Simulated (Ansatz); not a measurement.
Geometry optimisation, RKS PBE/cc-pVDZ in Ansatz.

The input (input.yaml):

```yaml
crystal:
  periodic: [false, false, false]
  atoms:
    - { symbol: B, position_ang: [-1.0945, 0.9464, -0.675] }
    - { symbol: S, position_ang: [-1.3095, -0.7429, 0.0313] }
    - { symbol: Si, position_ang: [0.7494, -0.8239, 0.5127] }
    - { symbol: H, position_ang: [-0.8124, 1.1446, -1.8345] }
    - { symbol: H, position_ang: [-1.2871, 1.9281, -0.0098] }
    - { symbol: H, position_ang: [1.1133, 0.2744, 1.4624] }
    - { symbol: H, position_ang: [1.6133, -0.6807, -0.6926] }
    - { symbol: H, position_ang: [1.1196, -2.103, 1.1497] }
basis:
  gaussian: { orbitals: cc-pVDZ }
hamiltonian:
  xc: pbe
relax:
  f_tol: 0.015
  max_steps: 40
```

Launched with:

```bash
$ ansatz run input.yaml --threads 1 --pin off --max-ram 2048MiB --backend cpu --events-out ev --progress --plain --runs-dir out
```

Q: Where does it end, and by what steps?

A: The run converged. The force dipped under the threshold on the way, but the program's further checks kept it going. After 21 steps the energy has fallen by 0.739 eV; H5 moved furthest, 1.30 Å.

| step | energy less start (eV) | largest force component (eV/Å) | accepted |
| --- | --- | --- | --- |
| 0 | 0.0000 | 0.891 | yes |
| 1 | -0.0871 | 0.364 | yes |
| 2 | -0.0974 | 0.241 | yes |
| 3 | -0.1322 | 0.164 | yes |
| 4 | -0.1809 | 0.286 | yes |
| 5 | -0.2847 | 0.579 | yes |
| 6 | -0.4184 | 0.645 | yes |
| 7 | -0.5530 | 0.629 | yes |
| 8 | -0.6587 | 0.372 | yes |
| 9 | -0.7247 | 0.134 | yes |
| 10 | -0.7190 | 0.397 | no |
| 11 | -0.7334 | 0.072 | yes |
| 12 | -0.7376 | 0.020 | yes |
| 13 | -0.7378 | 0.012 | yes |
| 14 | -0.7379 | 0.030 | yes |
| 15 | -0.7382 | 0.012 | yes |
| 16 | -0.7385 | 0.017 | yes |
| 17 | -0.7387 | 0.054 | yes |
| 18 | -0.7389 | 0.034 | yes |
| 19 | -0.7391 | 0.043 | yes |
| 20 | -0.7392 | 0.003 | yes |
| 21 | -0.7393 | 0.010 | yes |

```xyz
8
Properties=species:S:1:pos:R:3
B -1.199 1.104 -0.582
S -1.257 -0.424 0.354
Si 0.890 -0.896 0.462
H -0.149 1.579 -0.964
H -2.267 1.629 -0.811
H 1.614 0.188 1.215
H 1.452 -1.031 -0.928
H 1.008 -2.205 1.199
```

Whether the end is a true minimum wasn't checked by a vibrational analysis.

The run took 47 s on 1 thread of Arm Neoverse V2, on a shared host, peak memory 0.12 GiB.
